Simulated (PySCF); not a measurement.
GeH₃, doublet in cc-pVDZ: errors against RCCSDT

Geometry: a point of a stretch scan, not a stationary point.

| atom | x (Å) | y (Å) | z (Å) |
| --- | --- | --- | --- |
| Ge | -0.0009 | 0.0015 | -0.0182 |
| H | 1.4641 | 0.0184 | 0.4531 |
| H | -0.6826 | 1.1503 | 0.4074 |
| H | -0.7200 | -1.2763 | 0.4494 |

Basis cc-pVDZ; PySCF 2.14.0. Correlated methods freeze the noble-gas cores and the filled d shells of p-block atoms, which leaves 7 electrons in 28 orbitals. Prefix R: restricted or restricted open-shell reference. No spin–orbit coupling is included, and no scalar relativity.

Full CI isn't at hand for all of this; RCCSDT serves as the reference. It lacks quadruple excitations, which often exceed the step from CCSD(T) to CCSDT.

The UHF ⟨S²⟩ is 0.754, the T1 diagnostic (ROHF- or RHF-based CCSD) is 0.0149 and the largest doubles amplitude (ROHF- or RHF-based CCSD) is 0.037.

Task: From what is known of these methods and the diagnostics, rank them by the size of their error in total energy against RCCSDT in cc-pVDZ, smallest first (an estimate: the text doesn't fix the numbers).
A. RHF
B. RMP2
C. RCCSD
D. RCCSD(T)

Result: D (0.53 mEh), C (2.54 mEh), B (27.74 mEh), A (119.63 mEh).

All errors are against RCCSDT in cc-pVDZ. Within each family the higher level lies nearer, as is usual though not guaranteed.
